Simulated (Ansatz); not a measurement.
**CH3Cl2− (built from SMILES CCl.[Cl-]): a barrier at many levels of theory**

How high is the barrier of this step (C2–Cl3 formed, Cl1–C2 broken), and how far do cheaper methods land from CCSD(T)?

The runs use Ansatz 0.2.0, Gaussian basis; single points in def2-TZVPPD on PBE0-D4/def2-TZVPD structures.

Levels: SPW92, PBE-D4, BLYP-D4, r2SCAN-D4, B97M-V, PBE0-D4, B3LYP-D4, r2SCAN0-D4, BHLYP-D4, CAM-B3LYP-D4, wB97X-V, wB97M-V, B2PLYP, PBE-QIDH, RPA on PBE, Hartree-Fock, MP2, CCSD, CCSD(T). The reference is CCSD(T) at the basis limit, from triple and quadruple zeta. Zero-point energies come from PBE0-D4 vibrations.

Cores are frozen in the correlated methods. B3LYP uses VWN-RPA correlation. B2PLYP carries no dispersion term here.

4 further runs of the same task are left out: 4 set aside as unsound or not needed.

## (1) Start, saddle and end, as given

Charge -1, multiplicity 1. The folders r, ts and p hold the start, the saddle and the end; their coordinates stand in the first inputs.

| pair | r (Å) | ts (Å) | p (Å) |
| --- | --- | --- | --- |
| C2–Cl3 | 3.136 | 2.303 | 1.814 |
| Cl1–C2 | 1.814 | 2.304 | 3.134 |

## (2) SPW92/def2-TZVPPD

Input file r/in.yaml:

```yaml
crystal:
  periodic: [false, false, false]
  atoms:
    - {symbol: Cl, position_ang: [-1.439484, -0.200596, 1.661056]}
    - {symbol: C, position_ang: [-0.256326, -0.035725, 0.295767]}
    - {symbol: Cl, position_ang: [1.788798, 0.249301, -2.064068]}
    - {symbol: H, position_ang: [-0.400000, -0.863906, -0.387826]}
    - {symbol: H, position_ang: [0.747084, -0.054279, 0.703994]}
    - {symbol: H, position_ang: [-0.440072, 0.905206, -0.208923]}
basis:
  gaussian: {orbitals: "def2-TZVPPD.json"}
total_charge: -1
hamiltonian: {xc: lda}
```

Input file ts/in.yaml:

```yaml
crystal:
  periodic: [false, false, false]
  atoms:
    - {symbol: Cl, position_ang: [-1.502469, -0.209385, 1.733719]}
    - {symbol: C, position_ang: [-0.000083, -0.000011, 0.000096]}
    - {symbol: Cl, position_ang: [1.502224, 0.209352, -1.733438]}
    - {symbol: H, position_ang: [-0.385117, -0.897387, -0.442357]}
    - {symbol: H, position_ang: [0.812415, -0.052139, 0.697542]}
    - {symbol: H, position_ang: [-0.426970, 0.949570, -0.255563]}
basis:
  gaussian: {orbitals: "def2-TZVPPD.json"}
total_charge: -1
hamiltonian: {xc: lda}
```

Input file p/in.yaml:

```yaml
crystal:
  periodic: [false, false, false]
  atoms:
    - {symbol: Cl, position_ang: [-1.788035, -0.249157, 2.063258]}
    - {symbol: C, position_ang: [0.256209, 0.035699, -0.295650]}
    - {symbol: Cl, position_ang: [1.439332, 0.200602, -1.660846]}
    - {symbol: H, position_ang: [-0.338146, -0.855286, -0.459188]}
    - {symbol: H, position_ang: [0.808890, -0.045669, 0.632672]}
    - {symbol: H, position_ang: [-0.378251, 0.913811, -0.280246]}
basis:
  gaussian: {orbitals: "def2-TZVPPD.json"}
total_charge: -1
hamiltonian: {xc: lda}
```

The basis file named in the input lies beside it (Basis Set Exchange, JSON).

One command serves all of them, each in its own folder.

The run is started by

```console
> ansatz run in.yaml --threads 2 --pin off --events-out ev --progress --plain --max-ram 4352MiB
```

The runs that follow: PBE-D4/def2-TZVPPD; BLYP-D4/def2-TZVPPD; r2SCAN-D4/def2-TZVPPD; B97M-V/def2-TZVPPD; PBE0-D4/def2-TZVPPD; B3LYP-D4/def2-TZVPPD; r2SCAN0-D4/def2-TZVPPD; BHLYP-D4/def2-TZVPPD; CAM-B3LYP-D4/def2-TZVPPD; wB97X-V/def2-TZVPPD; wB97M-V/def2-TZVPPD; B2PLYP/def2-TZVPPD; PBE-QIDH/def2-TZVPPD; RPA on PBE/def2-TZVPPD; CCSD(T)/def2-TZVPPD; MP2/def2-QZVPPD; Vibrations of the start structure; Vibrations of the end structure.

Q: Predict the outcome of this session. Wanted: barrier, CCSD(T)/CBS; reverse barrier, CCSD(T)/CBS; step energy, CCSD(T)/CBS; barrier with zero-point energy; step energy with zero-point energy; imaginary mode at the saddle; largest T1 diagnostic.

As calculated:

| quantity | value |
| --- | --- |
| barrier, CCSD(T)/CBS | 56.4 kJ/mol |
| reverse barrier, CCSD(T)/CBS | 56.4 kJ/mol |
| step energy, CCSD(T)/CBS | 0.0 kJ/mol |
| barrier with zero-point energy | 54.4 kJ/mol |
| step energy with zero-point energy | 0.0 kJ/mol |
| imaginary mode at the saddle | 416i cm⁻¹ |
| largest T1 diagnostic | 0.016 |

In words: Among the functionals wB97M-V lands nearest to CCSD(T)/CBS (-0.2 kJ/mol) and BLYP-D4 farthest (-33.8 kJ/mol). Mean unsigned error by rung: LDA 27.6, GGA 30.4, meta-GGA 17.2, hybrid 10.1, range-separated hybrid 3.0, double hybrid 6.1 kJ/mol. PBE-D4 gives a barrier 26.9 kJ/mol too low, outside chemical accuracy (1 kcal/mol, 4.2 kJ/mol). Every functional without exact exchange puts the barrier too low, the usual mark of self-interaction error, which favours the spread-out density of a saddle. The barrier rises with the share of exact exchange, from BLYP-D4 through B3LYP-D4 to BHLYP-D4 (-33.8, -18.9, -2.8 kJ/mol). Hartree-Fock, with no correlation, is off by +13.6 kJ/mol. Zero-point motion lowers the barrier by 1.9 kJ/mol.
